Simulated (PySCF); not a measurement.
Gas-phase reaction: 3 Cl2 + 2 C3H6 (propylene) ⇌ 6 CH2Cl

Energies from PySCF (xtb for GFN2), thermal terms from the rigid-rotor harmonic-oscillator model, ideal gas at 1 bar. † marks an energy on the PBE0/def2-TZVP geometry and frequencies; other levels use their own. MP2 and CCSD(T) freeze the core. 6-31G* has spherical d functions here. Open shells (unrestricted): CH2Cl (multiplicity 2); the rest are closed-shell singlets. GFN2 has no spin-polarisation term. B3LYP is the form with VWN-RPA correlation. CH2Cl: computed as isolated molecules; such fragments, hydroxides, amides, oligomers or adducts are transient or little studied in the gas. MP2 isn't extrapolated to the basis-set limit; its ΔH°(298 K) is 619.4 kJ in def2-SVP and 646.9 kJ in def2-TZVPP. CCSD(T) isn't extrapolated to the basis-set limit; its ΔH°(298 K) is 609.6 kJ in def2-SVP and 617.5 kJ in def2-TZVPP. The harmonic model lacks anharmonicity and excited electronic states, which grow with temperature; levels with a mode under 35 cm⁻¹ are left out. Internal rotation in C3H6 (propylene) is treated as a harmonic vibration of one conformer, which makes the entropy rough. Warning, point group unlike the PBE0 one: CH2Cl (B3LYP/6-31G*, HF/6-31G*).

```csv
level,"ΔE electronic, kJ","ΔH°(298 K), kJ","ΔS°(298 K), J/K","ΔG°(600 K), kJ"
B3LYP/6-31G*,615,561,335,356
B3LYP/def2-TZVP†,643,590,281,417
CCSD(T)/def2-SVP†,663,610,281,437
GFN2-xTB,1063,1004,304,817
HF/6-31G*,300,243,289,65
MP2/def2-TZVPP†,700,647,281,474
PBE/def2-SVP,657,607,289,430
PBE0/def2-QZVP†,623,570,281,397
PBE0/def2-SVP†,615,561,281,388
LDA/def2-TZVP†,772,719,281,546
```
ΔH° is lowest at HF/6-31G* and highest at GFN2-xTB. No reference value is set beside these.
